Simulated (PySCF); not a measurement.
C4H4F (doublet state).
Bonds: C1–C2 (double), C2–C3, C3–C4, C4–F5, C2–C4. Hydrogens: H6, H7 on C1; H8, H9 on C3.

As a line formula: `C=C1C[C]1F` [radical].

Method used: PySCF, UKS B3LYP, pcH-1 on C F H, non-relativistic, mean-field spin-orbit, GIAO. Geometry: GFN2-xTB; no solvent, vibrations or thermal averaging. A GFN2-xTB geometry isn't a minimum of the functional, and hyperfine couplings can be far from their values at a DFT geometry. Stability of the SCF solution: not tested. ⟨S²⟩ is 0.774 where a pure state has 0.75.

(1) Match the computed a_iso(13C) values +116.6, +46.0, -45.7, -17.4 MHz with the sites C1; C2; C3; C4.

Answers

(1) 
| site | a_iso (MHz) | ρ(0) (bohr⁻³) | position | distance from C4 (Å) | spin population | largest \|T\| (MHz) |
| --- | --- | --- | --- | --- | --- | --- |
| C1 | +46.0 | +0.0409 | a main spin site | 2.62 | +0.59 | 86.0 |
| C2 | -45.7 | -0.0407 | 1 bond from C1 | 1.36 | -0.23 | 28.2 |
| C3 | -17.4 | -0.0155 | 1 bond from C4 | 1.47 | -0.04 | 3.5 |
| C4 | +116.6 | +0.1037 | largest spin population | 0.00 | +0.61 | 115.9 |

ρ(0) is the spin density at the nucleus and T the dipolar tensor; entries for several nuclei are means. Largest spin populations (Mulliken): C4 (+0.61), C1 (+0.59) and C2 (-0.23). The positive populations add up to 1.32 and the negative ones to -0.32, together 2S = 1. The angles at C4 add up to 354.7°, so it is nearly planar. Main spin sites, with 60 % or more of the largest population: C1, C4; positions count bonds from the nearest.

β density exceeds α density at some nuclei, such as C2 (-0.0407), C3 (-0.0155) and H7 (-0.0082), spin density in bohr⁻³. In a single determinant that takes different orbitals for the two spins, that is spin polarisation.

Means are taken over nuclei equivalent by connectivity, which assumes that they swap fast. The 1H value of +71.0 MHz is a mean of couplings from 63.2 to 78.7 MHz in this one geometry, not an average over conformers.
